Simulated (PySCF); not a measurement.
# Solver options tried on LiAl⁻

The same problem is solved with other solver options, one edit a run.

Computed with PySCF 2.14.0. Level: each script names its method and basis.

4 further runs of the same task are left out: 4 that didn't finish.

### Step 1. Where the work starts

LiAl⁻: 2 atoms, charge -1, spin multiplicity 2.

No contacts short enough for the rule that draws bonds.

### Step 2. The base run

The input, input.py:

```python
from pyscf import gto, scf
from pyscf.hessian import thermo

mol = gto.M(
    atom='Li 0 0 0; Al 0 0 2.58',
    basis='cc-pvdz',
    charge=-1,
    spin=1,
    verbose=4,
)
mf = scf.UHF(mol)
mf = mf.density_fit(auxbasis='def2-universal-jkfit')
mf.kernel()
hess = mf.Hessian().kernel()
print('wavenumber (cm^-1) =', thermo.harmonic_analysis(mol, hess)['freq_wavenumber'].round(1))
mf.dip_moment()
print('orbital energies (hartree):', [e[max(0, n-3):n+3].round(4) for e, n in zip(mf.mo_energy, mol.nelec)])
```

Run with:

```
OMP_NUM_THREADS=1 python input.py
```

The log of this run is left out.

Base result: E(SCF) = -249.302184 Eh, 15 cycles, ⟨S²⟩ = 0.765, wavenumbers 394 cm⁻¹.

The bond length is a typed value, not an optimised one, so the wavenumber is not that of the minimum. The dipole of an ion depends on the origin.

### Step 3. Level shift 0.3 hartree

Edit 1 changes level shift: none → 0.3 hartree.

The input, input.py:

```python
from pyscf import gto, scf
from pyscf.hessian import thermo

mol = gto.M(
    atom='Li 0 0 0; Al 0 0 2.58',
    basis='cc-pvdz',
    charge=-1,
    spin=1,
    verbose=4,
)
mf = scf.UHF(mol)
mf = mf.density_fit(auxbasis='def2-universal-jkfit')
mf.level_shift = 0.3
mf.kernel()
hess = mf.Hessian().kernel()
print('wavenumber (cm^-1) =', thermo.harmonic_analysis(mol, hess)['freq_wavenumber'].round(1))
mf.dip_moment()
print('orbital energies (hartree):', [e[max(0, n-3):n+3].round(4) for e, n in zip(mf.mo_energy, mol.nelec)])
```

Run with:

```
OMP_NUM_THREADS=1 python input.py
```

### Step 4. Initial guess random

Edit 2 changes initial guess: minao → random.

Edit input.py of step 2 so:

```diff
@@ -12,2 +12,3 @@
 mf = mf.density_fit(auxbasis='def2-universal-jkfit')
+mf.init_guess = 'random'
 mf.kernel()
```

### Step 5. Second-order solver on

Edit 3 changes second-order solver: off → on.

Edit input.py of step 2 so:

```diff
@@ -12,2 +12,3 @@
 mf = mf.density_fit(auxbasis='def2-universal-jkfit')
+mf = mf.newton()
 mf.kernel()
```

### Step 6. Convergence threshold 1e-05 hartree

Edit 4 changes convergence threshold: default → 1e-05 hartree.

Edit input.py of step 2 so:

```diff
@@ -12,2 +12,3 @@
 mf = mf.density_fit(auxbasis='def2-universal-jkfit')
+mf.conv_tol = 1e-05
 mf.kernel()
```

### Step 7. Damping 0.2

Edit 5 changes damping: none → 0.2.

Edit input.py of step 2 so:

```diff
@@ -12,2 +12,4 @@
 mf = mf.density_fit(auxbasis='def2-universal-jkfit')
+mf.damp = 0.2
+mf.diis_start_cycle = 8
 mf.kernel()
```

### Step 8. Smearing width 0.05 hartree

Edit 6 changes smearing width: none → 0.05 hartree; step after the SCF: frequency → none.

The input, input.py:

```python
from pyscf import gto, scf

mol = gto.M(
    atom='Li 0 0 0; Al 0 0 2.58',
    basis='cc-pvdz',
    charge=-1,
    spin=1,
    verbose=4,
)
mf = scf.UHF(mol)
mf = mf.density_fit(auxbasis='def2-universal-jkfit')
mf = scf.addons.smearing_(mf, sigma=0.05, method='fermi')
mf.kernel()
mf.dip_moment()
print('orbital energies (hartree):', [e[max(0, n-3):n+3].round(4) for e, n in zip(mf.mo_energy, mol.nelec)])
```

Q: Predict the outcome of this session. Wanted: for each run, E(SCF); from base; gap, α spin; after the SCF.

**Answer**, as computed:

| run | E(SCF) (hartree) | from base (eV) | cycles | gap, α spin (eV) | after the SCF |
| --- | --- | --- | --- | --- | --- |
| base | -249.302184 | 0 | 15 | 4.41 | highest mode 394 cm⁻¹ |
| level shift 0.3 hartree | -249.302184 | 0.0000 | 35 | 4.41 | highest mode 394 cm⁻¹ |
| initial guess random | -249.302184 | 0.0000 | 15 | 4.41 | highest mode 394 cm⁻¹ |
| second-order solver on | -249.302184 | 0.0000 | 3 macro | 4.41 | highest mode 394 cm⁻¹ |
| convergence threshold 1e-05 hartree | -249.302184 | 0.0000 | 10 | 4.41 | highest mode 394 cm⁻¹ |
| damping 0.2 | -249.302184 | 0.0000 | 19 | 4.41 | highest mode 394 cm⁻¹ |
| smearing width 0.05 hartree | -249.111915 | not comparable | 23 | n/a | n/a |

Distance from each run's final energy (log10 hartree) by cycle:

| run | cycle 1 | cycle 2 | cycle 3 | cycle 5 | cycle 8 | cycle 12 |
| --- | --- | --- | --- | --- | --- | --- |
| base | -1.9 | -2.7 | -3.4 | -3.2 | -4.8 | -7.6 |
| level shift 0.3 hartree | -1.8 | -2.1 | -2.5 | -3.4 | -3.2 | -3.7 |
| initial guess random | -1.9 | -2.7 | -3.4 | -3.2 | -4.8 | -7.6 |
| second-order solver on | -5.4 | < -11 | < -11 | done | done | done |
| convergence threshold 1e-05 hartree | -1.9 | -2.7 | -3.4 | -3.2 | -4.8 | done |
| damping 0.2 | -1.9 | -2.5 | -3.0 | -3.7 | -2.6 | -5.0 |
| smearing width 0.05 hartree | -1.4 | -1.6 | -1.7 | -1.9 | -4.0 | -6.7 |

No change of the SCF energy comes from level shift 0.3 hartree or initial guess random or second-order solver on or convergence threshold 1e-05 hartree or damping 0.2. PySCF falls back to minao for a guess that it doesn't know or can't read, so that run repeats the base. The base needs 15 cycles and the run with level shift 0.3 hartree needs 35.
